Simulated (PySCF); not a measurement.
Order these species by their calculated properties.

All species are isolated and taken at one optimised geometry, non-relativistic unless stated. Electronic properties by PySCF.

Dipoles, sizes and rotational constants follow the conformer. The torsions of the flexible species, by atom-mapped SMILES:
- `[CH2:1]=[CH:2]/[C:3]([CH3:4])=[N:5]\[NH:6][CH2:7][CH3:8]`: C1–C2–C3–C4 0°, C3–N5–N6–C7 -162°, N5–N6–C7–C8 83°
- `[CH3:1][CH2:2][c:3]1[n:4][cH:5][n:6][o:7]1`: C1–C2–C3–N4 -93°
- `[CH2:1]=[CH:2][P@@:3]1(=[S:4])[CH2:5][C@@H:6]1[C:7]([F:8])([F:9])[F:10]`: C1–C2–P3–S4 1°, C5–C6–C7–F8 -157°
- `[O:1]=[S:2](=[O:3])([Cl:4])[c:5]1[cH:6][cH:7][c:8]([Cl:9])[cH:10][cH:11]1`: O1–S2–C5–C6 159°
- `[CH3:1][CH2:2][P:3]([CH3:4])[Si:5]([CH3:6])([CH3:7])[CH3:8]`: C1–C2–P3–C4 -78°, C2–P3–Si5–C6 51°
- `[F:1][C:2]([F:3])([F:4])[p:5]1[cH:6][cH:7][cH:8][cH:9]1`: F1–C2–P5–C6 76°
- `[CH3:1][c:2]1[cH:3][cH:4][cH:5][c:6]([C:7]([F:8])([F:9])[F:10])[p:11]1`: C5–C6–C7–F8 59°
- `[CH3:1][CH2:2][CH2:3][CH2:4][P:5]([SiH3:6])[CH2:7][CH3:8]`: C1–C2–C3–C4 178°, C2–C3–C4–P5 -58°, C3–C4–P5–Si6 -171°, C4–P5–C7–C8 -48°
- `[CH3:1][O:2][CH:3]=[O:4]`: C1–O2–C3–O4 0°

The conformers of `C1CN2CCN1CC2` aren't listed.

Task: Rank by smallest rotational constant, highest first (GFN2-xTB).
A. `CCP(C)[Si](C)(C)C`
B. `FC(F)(F)P1C=CC=C1`
C. `CCC1=NC=NO1`
D. `C=C[P@@]1(=S)C[C@@H]1C(F)(F)F`
E. `C=C/C(C)=N\NCC`
F. `O=S(=O)(Cl)c1ccc(Cl)cc1`

Result: C (1.790 GHz), B (1.090 GHz), E (0.888 GHz), A (0.788 GHz), D (0.580 GHz), F (0.346 GHz).

Task: Rank by HOMO energy, highest first (PBE0/pcSseg-1 at GFN2-xTB geometries).
A. `n1oc(CC)nc1`
B. `CCP(C)[Si](C)(C)C`
C. `c1c(ccc(Cl)c1)S(=O)(=O)Cl`
D. `C=C[P@@]1(=S)C[C@@H]1C(F)(F)F`
E. `C1CN2CCN1CC2`
F. `C=C/C(C)=N\NCC`
G. `CC1=PC(C(F)(F)F)=CC=C1`

Result: E (-5.36 eV), F (-5.78 eV), B (-6.29 eV), D (-6.85 eV), G (-7.49 eV), C (-8.16 eV), A (-8.29 eV).

Task: By how much do the two ends of that ranking differ?

Result: By 2.93 eV, between `C1CN2CCN1CC2` and `CCc1ncno1`.

Task: Rank by dipole moment, highest first (PBE0/pcSseg-1 at GFN2-xTB geometries).
A. `c1c(ccc(Cl)c1)S(Cl)(=O)=O`
B. `C=C[P@@]1(=S)C[C@@H]1C(F)(F)F`
C. `CCc1ncno1`
D. `CCP(C)[Si](C)(C)C`
E. `FC(F)(F)c1cccc(C)p1`
F. `C=C/C(C)=N\NCC`

Result: B (5.20 D), E (4.12 D), A (3.73 D), C (2.09 D), F (1.69 D), D (1.36 D).

Task: Rank by HOMO–LUMO gap, lowest first (PBE0/pcSseg-1 at GFN2-xTB geometries).
A. `C=C[P@@]1(=S)C[C@@H]1C(F)(F)F`
B. `CCc1ncno1`
C. `P(CCCC)([SiH3])CC`
D. `C1CN2CCN1CC2`
E. `COC=O`
F. `O=S(=O)(Cl)c1ccc(Cl)cc1`

Result: A (5.49 eV), F (5.91 eV), D (6.53 eV), C (6.86 eV), B (7.64 eV), E (8.59 eV).

Task: By how much do the two ends of that ranking differ?

Result: By 3.10 eV, between `COC=O` and `C=C[P@@]1(=S)C[C@@H]1C(F)(F)F`.
